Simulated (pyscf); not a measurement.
Structures and frequencies: ωB97X-D3(BJ)/def2-SVP in PySCF.

Q: hydrogen bromide (HBr) + H₂N–SiH₂–Br → Br–SiH₂–Br + ammonia (NH₃)
Surface: singlet. Broken: Br–H, N–Si. Formed: Br–Si, H–N. Give ΔE‡ and ΔE from ωB97M-D3(BJ)/def2-TZVP, relative to the separated reactants.

A: ΔE‡ = -0.1 kcal/mol, ΔE = -6.1 kcal/mol. Zero-point energy shifts the barrier by +1.1 kcal/mol. It is a four-centre exchange, with an imaginary mode of 467i cm⁻¹. On the reactant side the descent ends in a complex, 5.2 kcal/mol under the separated species and 3.7 kcal/mol under the saddle at ωB97X-D3(BJ)/def2-TZVP. On the product side the descent ends in an adduct with a N–Si contact, 3.1 kcal/mol under the separated species and 10.9 kcal/mol under the saddle at ωB97X-D3(BJ)/def2-TZVP. What is counted as broken (N–Si) persists as a longer contact in the product adduct; parting that adduct is a step of its own. This is the saddle that the search found; another between the same sides may lie lower. Elements up to Kr have no core potential and no relativistic terms here.
